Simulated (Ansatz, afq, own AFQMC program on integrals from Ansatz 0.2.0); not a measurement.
Atomization energy of AlSiH2, doublet

```tsv
atom	x (Å)	y (Å)	z (Å)
Si	0.0000	0.0000	1.2743
Al	0.0000	0.0000	-1.1788
H	0.0000	-1.3806	-1.9769
H	0.0000	1.3806	-1.9769
```

Connectivity, by distances: Si–AlH2.

Atoms in their ground-state spins without spin–orbit coupling (mostly on UHF) minus the molecule (ROHF), without zero-point energy. The geometry is a stationary point, not shown to be a minimum.

Basis cc-pVTZ. Noble-gas cores (and the filled d shells of Ga–Kr and In–Xe) are frozen. Integrals, coupled cluster, full CI and functionals: Ansatz 0.2.0; the random walks run on the same integrals in our own AFQMC program. ph-AFQMC/CISD is guided by a CISD state made of CCSD amplitudes; releasing the constraint for a short imaginary time cuts its bias at the price of noise, slowly where states lie close. ± is one standard error of the sampling. The errors of all members are added in quadrature.

No full CI on the walks' own integrals is used here; CCSDT(Q) serves as the reference and is uncertain by about the last step of the cluster series. Each member takes its own surest rung, up to full CI.

Errors are counted within cc-pVTZ, not against nature.

Cautions: AlSiH₂ (doublet): a spin-contaminated unrestricted determinant lies lower (UHF 260 meV lower, ⟨S²⟩ 1.32), the released energies are still falling, so no released level is given (meV from the phaseless value at times in 1/Eh: 2 ± 11 at 0.24, -14 ± 4 at 0.51, -32 ± 15 at 0.99, -33 ± 6 at 1.62, -35 ± 5 at 2.40), though the last usable value meets CCSDT(Q) within the noise, its ph-AFQMC/CISD value lies 26 ± 5 meV above CCSDT(Q).

Reference (CCSDT(Q)): 735.8 kJ/mol.

```tsv
level	atomization energy (kJ/mol)	error against CCSDT(Q) (kJ/mol)
HF	541.9	-193.9
MP2	713.4	-22.4
CCSD	725.9	-9.9
CCSD(T)	734.4	-1.4
ph-AFQMC/HF	746.2 ± 2.6	10.4 ± 2.6
ph-AFQMC/CISD	734.8 ± 0.5	-1.0 ± 0.5
```

Correlation beyond CCSD(T) adds 1.4 kJ/mol. The perturbative (T) step is worth +8.5 kJ/mol.

A walk keeps the symmetry of its determinant, which the program's search chose and which needn't be the lowest solution, so a lower state of the same spin and another symmetry isn't excluded.
